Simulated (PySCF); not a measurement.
Electronic absorption of [C2H8N]+

C2H8N (charge +1).
Z-matrix (Å and degrees, PBE0-D3(BJ)/def2-SVP geometry), rows numbered from 1:
```
C 
C   1  1.5084
N   2  1.5064  1  111.20
H   1  1.0990  2  108.74  3  -179.90
H   1  1.1009  2  112.17  3   -61.53
H   1  1.1008  2  112.17  3    61.73
H   2  1.0992  1  112.41  3  -118.88
H   2  1.0992  1  112.41  3   118.89
H   3  1.0284  2  112.27  1   179.85
H   3  1.0291  2  111.42  1   -59.71
H   3  1.0291  2  111.43  1    59.38
```

Method used: TDDFT CAM-B3LYP/def2-SVPD, vertical, gas phase, core orbitals frozen in the response (PySCF 2.14.0, density-fitted response routines).

```
state  E (eV)  λ (nm)       f  symmetry  main configurations (H = HOMO, L = LUMO)
   S1    9.26   133.9  0.0013         –                                 H→L (95%)
   S2    9.98   124.3   0.057        A′                   H-1→L (86%), H-2→L (9%)
   S3   10.27   120.7   0.021        A′                               H-2→L (87%)
   S4   10.77   115.1   0.029        A″                  H→L+2 (67%), H→L+1 (21%)
   S5   10.97   113.0   0.054        A″                  H→L+1 (68%), H→L+2 (24%)
   S6   11.04   112.3   0.065        A′                               H→L+3 (96%)
   S7   11.33   109.4   0.023        A′                             H-1→L+2 (78%)
   S8   11.53   107.5   0.057        A″                H-1→L+3 (78%), H-3→L (11%)
   S9   11.63   106.6   0.069        A′              H-1→L+1 (76%), H-2→L+1 (10%)
  S10   11.66   106.4  0.0018         –   H→L+4 (45%), H-3→L (24%), H-1→L+3 (11%)
```

Triplets, Tamm–Dancoff:

```
state  E (eV)  λ (nm)  main configurations (H = HOMO, L = LUMO)
   T1    9.09   136.3                                 H→L (90%)
   T2    9.69   128.0                               H-1→L (84%)
   T3   10.06   123.2                               H-2→L (87%)
   T4   10.35   119.7                  H→L+2 (58%), H→L+1 (16%)
```

The lowest singlet lies at 9.26 eV (134 nm, vacuum ultraviolet) and is very weak; its leading configuration is HOMO→LUMO (95%). The most intense listed level is S9 at 11.63 eV (107 nm, f = 0.069), 2.37 eV above S1. Löwdin shares by element: HOMO carbon 53%, hydrogen 27% or more (atoms not listed hold the other 19%); LUMO hydrogen 50% or more, nitrogen 22% (atoms not listed hold the other 29%). The listed states span 2.39 eV, and the widest gap between neighbours is 0.72 eV (S1 to S2). The oscillator strengths of these states sum to 0.379; summed over the whole spectrum of an exact calculation they would give the number of electrons, 26 (Thomas–Reiche–Kuhn). Of the 10 states listed, 8 reach f = 0.01 and none stays under 0.0005. All these states lie below the vertical ionisation energy of 18.01 eV (ΔSCF). Symmetry labels in Cs follow from the direction of the transition dipole and are given only for states with f of 0.002 or more. The window holds the lowest 10 singlets.
